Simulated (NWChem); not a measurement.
**SF4 (sulfur tetrafluoride): levels of theory compared**

Wanted: a comparison of 6 runs (HF/STO-3G, PBE0/3-21G, B3LYP/6-31G*, MP2/6-31G*, MP2/6-311+G**, CCSD(T)/def2-SVP) of SF4 (sulfur tetrafluoride). 

The calculation is run with NWChem 7.3.0.

1 further run of the same task is left out (set aside as unsound or not needed).

## 1. Starting point

The species is SF4 (5 atoms), meant as a singlet with charge 0. As SMILES, `FS(F)(F)F`. The shape is that of a PBE0-D4/def2-TZVP optimisation.

Bond lengths: F1–S2 1.553 Å, S2–F3 1.649 Å, S2–F4 1.649 Å, S2–F5 1.553 Å. Angles: F1–S2–F3 87.6°, F1–S2–F4 87.6°, F1–S2–F5 101.3°, F3–S2–F4 172.5°, F3–S2–F5 87.6°, F4–S2–F5 87.6°.

## 2. Energy and gradient at HF/STO-3G (run 1)

Contents of geom.xyz:

```xyz
5

F     -0.561200    -0.228000     1.172800
S      0.064000    -0.357400    -0.243000
F      1.536700    -0.462000     0.491400
F     -1.440100    -0.077300    -0.858200
F      0.400600     1.124600    -0.563100
```

Contents of run.py:

```python
from ase.io import read
from ase.calculators.nwchem import NWChem

atoms = read('geom.xyz')

calc = NWChem(
    label='geom',
    theory='scf',
    memory='2200 mb',
    basis='STO-3G',
    basispar='spherical bse',
    scf={'nopen': '0', 'rhf': None, 'thresh': '1e-08', 'maxiter': '80'},
)
atoms.calc = calc

forces = atoms.get_forces()
e = atoms.get_potential_energy()
print(f"E = {e:.6f} eV")
print("forces (eV/A):")
for s, f in zip(atoms.symbols, forces):
    print(f"{s:2s} {f[0]:10.5f} {f[1]:10.5f} {f[2]:10.5f}")
print("dipole (e A):", atoms.get_dipole_moment().round(4))
```

Run with:

```
$ export ASE_NWCHEM_COMMAND="nwchem PREFIX.nwi > PREFIX.nwo"
$ python run.py
```

Standard output:

```text
E = -21361.071014 eV
forces (eV/A):
F    -2.04562   -0.18229    4.46061
S     1.23480   -6.90532   -4.69607
F     1.33142    1.09776    1.59331
F    -1.79597    1.50147    0.17519
F     1.27537    4.48838   -1.53299
dipole (e A): [ 0.02   -0.1112 -0.0755]
```

The calculator wrote geom.nwi:

```
title "geom"

permanent_dir geom

scratch_dir geom

start geom

geometry units angstrom nocenter noautosym noautoz
  F  -5.6120000000000003e-01 -2.2800000000000001e-01 1.1728000000000001e+00
  S  6.4000000000000001e-02 -3.5740000000000000e-01 -2.4299999999999999e-01
  F  1.5367000000000000e+00 -4.6200000000000002e-01 4.9140000000000000e-01
  F  -1.4400999999999999e+00 -7.7299999999999994e-02 -8.5819999999999996e-01
  F  4.0060000000000001e-01 1.1246000000000000e+00 -5.6310000000000004e-01
end

memory 2200 mb

basis spherical bse noprint
   * library STO-3G
end

scf
  nopen 0
  rhf
  thresh 1e-08
  maxiter 80
end

task scf gradient
```

geom.nwo:

```text
Northwest Computational Chemistry Package (NWChem) 7.3.0
             --------------------------------------------------------

           Job information
           ---------------

    nwchem branch   = 7.3.0
    use scalapack   = T
    input           = geom.nwi
    prefix          = geom.
    data base       = geom/geom.db
    status          = startup
    nproc           =        1

           Memory information
           ------------------

    heap     =     72089600 doubles =      550.0 Mbytes
    stack    =     72089597 doubles =      550.0 Mbytes
    global   =    144179200 doubles =     1100.0 Mbytes (distinct from heap & stack)
    total    =    288358397 doubles =     2200.0 Mbytes
    verify   = yes
    hardfail = no

[... 125 lines left out ...]
 Convergence threshold     :          1.000E-08
[... 13 lines left out ...]
       Final RHF  results
[... 3 lines left out ...]
      One-electron energy =  -1693.770109278129
[... 1 line left out ...]
 Nuclear repulsion energy =    298.719060577453
[... 37 lines left out ...]
                       ROHF Final Molecular Orbital Analysis
[... 191 lines left out ...]
    atom               coordinates                        gradient
                 x          y          z           x          y          z
   1 F      -1.060514  -0.430858   2.216271    0.039781   0.003545  -0.086745
   2 S       0.120942  -0.675388  -0.459203   -0.024013   0.134287   0.091324
   3 F       2.903942  -0.873053   0.928611   -0.025892  -0.021348  -0.030985
   4 F      -2.721394  -0.146076  -1.621763    0.034926  -0.029199  -0.003407
   5 F       0.757024   2.125186  -1.064105   -0.024802  -0.087285   0.029812

                 ----------------------------------------
                 |  Time  |  1-e(secs)   |  2-e(secs)   |
                 ----------------------------------------
                 |  CPU   |       0.00   |       0.11   |
                 ----------------------------------------
                 |  WALL  |       0.00   |       0.11   |
                 ----------------------------------------

 Task  times  cpu:        0.9s     wall:        0.9s
 Total times  cpu:        0.9s     wall:        0.9s
```

Wall time 2 s (1 thread of Intel Xeon 6975P-C (Granite Rapids), shared host); peak memory 0.1 GiB.

## 3. Energy and gradient at PBE0/3-21G (run 2)

Contents of mol.xyz:

```xyz
5

F     -0.561200    -0.228000     1.172800
S      0.064000    -0.357400    -0.243000
F      1.536700    -0.462000     0.491400
F     -1.440100    -0.077300    -0.858200
F      0.400600     1.124600    -0.563100
```

Contents of mol.nw:

```
START mol
memory stack 880 mb heap 220 mb global 1100 mb
GEOMETRY noautosym nocenter noautoz
load format xyz mol.xyz
END
BASIS "ao basis" spherical bse
* library 3-21G
END
DFT
xc pbe0
grid xfine
convergence energy 1e-08
maxiter 100
mulliken
noprint "final vectors analysis"
END
TASK dft gradient
```

Run with:

```
$ nwchem mol.nw > mol.out
```

Standard output:

```text
[...]
          Wavefunction type:  closed shell.
          No. of atoms     :     5
          No. of electrons :    52
[...]
          Charge           :     0
          Spin multiplicity:     1
[...]
          AO basis - number of functions:    49
[...]
              XC Information
              --------------
                         PBE0 Method XC Functional
                     Hartree-Fock (Exact) Exchange  0.250
          PerdewBurkeErnzerhof Exchange Functional  0.750
            Perdew 1991 LDA Correlation Functional  1.000 local
           PerdewBurkeErnz. Correlation Functional  1.000 non-local
[...]
 d= 0,ls=0.0,diis     1   -792.4778893085 -1.09D+03  4.60D-02  1.76D+00     1.0
[...]
 d= 0,ls=0.0,diis     8   -792.7148170692 -1.09D-09  1.31D-06  1.25D-08     5.4
         Total DFT energy =     -792.714817069228
      One electron energy =    -1695.057202431543
           Coulomb energy =      670.709526621389
    Exchange-Corr. energy =      -67.086201836527
 Nuclear repulsion energy =      298.719060577453
[...]
      Total Density - Mulliken Population Analysis
     ---------------------------------------------
    Atom       Charge   Shell Charges
 -----------   ------   -------------------------------------------------------
    1 F    9     9.35   1.98  0.45  2.47  1.56  2.88
    2 S   16    14.45   2.00  1.96  5.87  1.26  2.18  0.51  0.67
    3 F    9     9.43   1.98  0.45  2.47  1.56  2.97
    4 F    9     9.43   1.98  0.45  2.47  1.56  2.97
    5 F    9     9.35   1.98  0.45  2.47  1.56  2.88
[...]
  wavefunction    = closed shell
                         DFT ENERGY GRADIENTS
    atom               coordinates                        gradient
                 x          y          z           x          y          z
   1 F      -1.060514  -0.430858   2.216271    0.036206  -0.007287  -0.081944
   2 S       0.120942  -0.675388  -0.459203   -0.019250   0.107645   0.073205
   3 F       2.903942  -0.873053   0.928611   -0.042420  -0.001671  -0.024809
   4 F      -2.721394  -0.146076  -1.621763    0.045028  -0.012965   0.014842
   5 F       0.757024   2.125186  -1.064105   -0.019564  -0.085721   0.018706
[...]
```

Run time: 7.2 s. Hardware: 1 thread of Intel Xeon 6975P-C (Granite Rapids), shared host; peak memory 0.13 GiB.

## 4. Energy and gradient at B3LYP/6-31G(d) (spherical functions) (run 3)

Contents of run.py:

```python
from ase import Atoms
from ase.calculators.nwchem import NWChem

atoms = Atoms(['F', 'S', 'F', 'F', 'F'], positions=[
    [-0.561200, -0.228000, 1.172800],
    [0.064000, -0.357400, -0.243000],
    [1.536700, -0.462000, 0.491400],
    [-1.440100, -0.077300, -0.858200],
    [0.400600, 1.124600, -0.563100],
])

calc = NWChem(
    label='f4s',
    theory='dft',
    memory='2200 mb',
    basis='6-31G*',
    basispar='spherical bse',
    dft={'xc': 'b3lyp', 'mult': '1', 'grid': 'xfine', 'convergence': 'energy 1e-08', 'iterations': '100', 'mulliken': None},
)
atoms.calc = calc

forces = atoms.get_forces()
print("Total energy (eV):", round(atoms.get_potential_energy(), 6))
print("forces (eV/A):")
for s, f in zip(atoms.symbols, forces):
    print(f"{s:2s} {f[0]:10.5f} {f[1]:10.5f} {f[2]:10.5f}")
print("dipole (e A):", atoms.get_dipole_moment().round(4))
```

Run with:

```
$ export ASE_NWCHEM_COMMAND="nwchem PREFIX.nwi > PREFIX.nwo"
$ python run.py
```

Standard output:

```text
Total energy (eV): -21699.719987
forces (eV/A):
F    -0.63830    0.12346    1.44378
S     0.30442   -1.70526   -1.16024
F     0.73878   -0.05970    0.36314
F    -0.75164    0.13251   -0.31280
F     0.34674    1.50898   -0.33388
dipole (e A): [ 0.0197 -0.11   -0.0747]
```

The calculator wrote f4s.nwi:

```
title "f4s"

permanent_dir f4s

scratch_dir f4s

start f4s

geometry units angstrom nocenter noautosym noautoz
  F  -5.6120000000000003e-01 -2.2800000000000001e-01 1.1728000000000001e+00
  S  6.4000000000000001e-02 -3.5740000000000000e-01 -2.4299999999999999e-01
  F  1.5367000000000000e+00 -4.6200000000000002e-01 4.9140000000000000e-01
  F  -1.4400999999999999e+00 -7.7299999999999994e-02 -8.5819999999999996e-01
  F  4.0060000000000001e-01 1.1246000000000000e+00 -5.6310000000000004e-01
end

memory 2200 mb

basis spherical bse noprint
   * library 6-31G*
end

dft
  xc b3lyp
  mult 1
  grid xfine
  convergence energy 1e-08
  iterations 100
  mulliken
end

task dft gradient
```

f4s.nwo:

```text
Northwest Computational Chemistry Package (NWChem) 7.3.0
             --------------------------------------------------------

           Job information
           ---------------

    nwchem branch   = 7.3.0
    use scalapack   = T
    input           = f4s.nwi
    prefix          = f4s.
    data base       = f4s/f4s.db
    status          = startup
    nproc           =        1

           Memory information
           ------------------

    heap     =     72089596 doubles =      550.0 Mbytes
    stack    =     72089601 doubles =      550.0 Mbytes
    global   =    144179200 doubles =     1100.0 Mbytes (distinct from heap & stack)
    total    =    288358397 doubles =     2200.0 Mbytes
    verify   = yes
    hardfail = no

[... 96 lines left out ...]
  convergence criterion.
[... 39 lines left out ...]
          Spatial weights used:  Erf1
[... 81 lines left out ...]
         Total DFT energy =     -797.450007410683
[... 3 lines left out ...]
 Nuclear repulsion energy =      298.719060577453
[... 585 lines left out ...]
          Convergence on gradient requested:  5.00D-04
[... 26 lines left out ...]
          total energy or number of iterations.
[... 28 lines left out ...]
    atom               coordinates                        gradient
                 x          y          z           x          y          z
   1 F      -1.060514  -0.430858   2.216271    0.012413  -0.002401  -0.028077
   2 S       0.120942  -0.675388  -0.459203   -0.005920   0.033162   0.022563
   3 F       2.903942  -0.873053   0.928611   -0.014367   0.001161  -0.007062
   4 F      -2.721394  -0.146076  -1.621763    0.014617  -0.002577   0.006083
   5 F       0.757024   2.125186  -1.064105   -0.006743  -0.029345   0.006493

                 ----------------------------------------
                 |  Time  |  1-e(secs)   |  2-e(secs)   |
                 ----------------------------------------
                 |  CPU   |       0.00   |       1.12   |
                 ----------------------------------------
                 |  WALL  |       0.00   |       1.12   |
                 ----------------------------------------

 Task  times  cpu:       13.5s     wall:       13.5s
 Total times  cpu:       13.5s     wall:       13.5s
```

Wall time 15 s (1 thread of Intel Xeon 6975P-C (Granite Rapids), shared host); peak memory 0.13 GiB.

Runs 4 to 5 aren't shown in full; the table further down has their settings and results.

## 5. The energy at CCSD(T)/def2-SVP (run 6)

Contents of mymol.nw:

```
start mymol
title "F4S"
memory stack 880 mb heap 220 mb global 1100 mb
geometry units angstrom noautosym nocenter noautoz
   F     -0.561200    -0.228000     1.172800
   S      0.064000    -0.357400    -0.243000
   F      1.536700    -0.462000     0.491400
   F     -1.440100    -0.077300    -0.858200
   F      0.400600     1.124600    -0.563100
end
basis "ao basis" spherical bse
   * library def2-SVP
end
scf
   thresh 1e-08
   maxiter 80
end
ccsd
   freeze core 9
   maxiter 60
end
task ccsd(t) energy
```

Run with:

```
$ nwchem mymol.nw > mymol.out
```

Standard output:

```text
[...]
  functions       =    74
[...]
  wavefunction    = RHF
[...]
         Total SCF energy =   -794.690214437393
      One-electron energy =  -1698.234721440585
      Two-electron energy =    604.825446425739
 Nuclear repulsion energy =    298.719060577453
        Time for solution =      3.8s
[...]
 Total MP2 energy:           -795.590262128665358
[...]
             energy      energy      error      ampl     ampl      Block
                                                time     time      time
[...]
 Total CCSD energy:           -795.600072058651449
[...]
 Total CCSD+T(CCSD) energy:           -795.621485940396610
[...]
 Total CCSD(T) energy:                -795.619014246885172
[...]
```

Run time: 61 s. Hardware: 1 thread of Intel Xeon 6975P-C (Granite Rapids), shared host; peak memory 0.23 GiB.

## 6. All runs side by side

```csv
run,level,iteration cap,module,energy (Eh),dipole moment (D),HOMO energy (eV),LUMO energy (eV),wall time
1,HF/STO-3G,80,scf,-785.004887,0.65,-6.88,8.58,2 s
2,PBE0/3-21G,100,dft,-792.714817,1.08,–,–,7.2 s
3,B3LYP/6-31G* (spherical functions),100,dft,-797.450007,0.65,-9.07,-1.67,15 s
4,MP2/6-31G* (spherical functions),80,mp2,-795.976356,0.74,-13.63,2.54,20 s
5,MP2/6-311+G**,80,mp2,-796.256007,0.97,–,–,45 s
6,CCSD(T)/def2-SVP,80,ccsd(t),-795.619014,–,-13.95,2.33,61 s
```

## 7. Summary of results

| quantity | value |
| --- | --- |
| run 6: total energy | -795.61901 Eh |
| run 6: HOMO energy (Hartree–Fock orbitals) | -13.95 eV |
| run 6: LUMO energy (Hartree–Fock orbitals) | 2.33 eV |
| run 6: HOMO–LUMO gap (Hartree–Fock orbitals) | 16.29 eV |
| run 6: correlation energy (9 core orbitals frozen) | -928.8 mEh |
| run 6: (T) correction | -18.94 mEh |

**Reading.** Over runs 1, 2, 3, 4, 5 the dipole moment (its size) runs from 0.65 D (B3LYP/6-31G*) to 1.08 D (PBE0/3-21G). The two ends differ in method and basis. Totals of different functionals can't be ranked against each other. In run 1 the basis is minimal, so the values are rough. All runs together took 2.5 min, the longest 61 s.
